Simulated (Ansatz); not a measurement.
Input file:

```yaml
crystal:
  periodic: [false, false, false]
  atoms:
    - {symbol: Ga, position_ang: [0.002001, -0.001997, 0.004158]}
    - {symbol: H, position_ang: [0.654506, 0.662109, 1.358027]}
    - {symbol: H, position_ang: [-0.660513, -0.656090, 1.358039]}
    - {symbol: H, position_ang: [-0.798540, 0.796598, -1.658822]}
    - {symbol: H, position_ang: [0.666097, -0.664503, -1.344849]}
basis:
  gaussian: {orbitals: cc-pVDZ}
total_charge: 1
magnetization: {spin_polarized: false, initial_magnetization: 2}
correlation: {method: fci, electrons: outside_noble_gas}
```

```sh
$ ansatz run in.yaml --threads 1 --pin off --events-out ev --progress --plain --max-ram 2393MiB
```

Log:

```
941 factors; integrals over basis functions are off by at most 2.3e-7 eV
mean field evaluation 1: about -52382.4223 eV, gradient 7.5e0 eV
mean field evaluation 2: about -52382.4376 eV, gradient 7.5e0 eV
mean field evaluation 4: about -52383.0834 eV, gradient 1.3e0 eV
mean field evaluation 8: about -52383.1589 eV, gradient 5.0e-4 eV
mean field evaluation 16: about -52381.1453 eV, gradient 1.0e1 eV
mean field -52383.15891417 eV, -1925.0455835153 hartree, gradient 2.2e-6 eV, S^2 2.000000; 2 other end points of the search recorded, 0 dependent functions left out
14 core orbitals not correlated: weight in the atoms' cores, before any rotation towards them, 0.999 or more for the frozen orbitals, at most 0.001 for the correlated occupied ones
reference -52383.15891417 eV, -1925.0455835153 hartree; 4, 2 occupied and 29, 31 virtual orbitals, 941 factors
state -52385.87980941 eV, -1925.1455745712 hartree
Total energy: -52385.87980941 eV, -1925.1455745712 hartree
```

Natural occupations: 1.9498 1.9209 0.9965 0.9958 0.0493 0.0174 0.0171 0.0170 0.0059 0.0053 0.0040 0.0036 0.0033 0.0032 0.0025 0.0022 0.0019 0.0009 0.0005 0.0005 0.0004 0.0004 0.0004 0.0003.

Ran on 1 thread of INTEL XEON PLATINUM 8581C, shared host: 69 s wall, 1.4 GiB peak host memory.
